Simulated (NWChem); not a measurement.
NO cation

```xyz
2

N      0.0000     0.0000    -0.5721
O      0.0000     0.0000     0.5006
```
Atoms are numbered in this order, from 1.

Program: NWChem. Structure relaxed at the B3LYP/6-31G* (spherical d) level.

For level PBE/def2-SVPD:

orbital gap (eV): 8.31

Task: What are these values for level PBE/STO-3G?

Result: 
| Property | Result |
|---|---|
| orbital gap (eV) | 7.63 |
